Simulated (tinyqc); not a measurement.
The basis set: RHF and MP2 along a ladder of basis sets, for CO, spin multiplicity 1. Computed by the program tinyqc with PySCF. Same geometry throughout; the dipole is taken about the origin.

Geometry (angstrom):
```
atom       x       y       z
C     0.0000  0.0000  0.0000
O     0.0000  0.0000  0.9960
```

RHF and frozen-core MP2 in a ladder of bases:
```
basis        functions  E(RHF) (hartree)  E(MP2 corr) (hartree)  HOMO (eV)  LUMO (eV)  dipole (debye)
sto-3g              10       -111.138247              -0.100367   -12.4007    10.2479          0.4523
3-21g               18       -112.033312              -0.186657   -14.3097     6.1711          0.1428
6-31g               18       -112.606718              -0.186043   -14.5010     5.5693          0.0615
6-31g**             28       -112.687051              -0.255255   -14.3704     6.0361          0.2759
cc-pvdz             28       -112.703497              -0.264244   -14.3991     5.7769          0.3865
aug-cc-pvdz         46       -112.709262              -0.276004   -14.5788     2.1355          0.3542
cc-pvtz             60       -112.740531              -0.334762   -14.5574     5.0824          0.3622
```

What does the comparison show, and why?

From cc-pVDZ to cc-pVTZ the RHF energy falls by 37.0 mhartree and the correlation energy by 70.5. If valence correlation converges as X^-3, (27 E(T) - 8 E(D))/19 gives -0.3645 hartree, a rough estimate from such small X that usually falls short; STO-3G holds about 28 % of it. Beyond STO-3G the LUMO moves by 4.0 eV and the HOMO by 0.3 eV; diffuse functions lower the positive LUMO sharply, since an unbound virtual level tracks the most diffuse function.
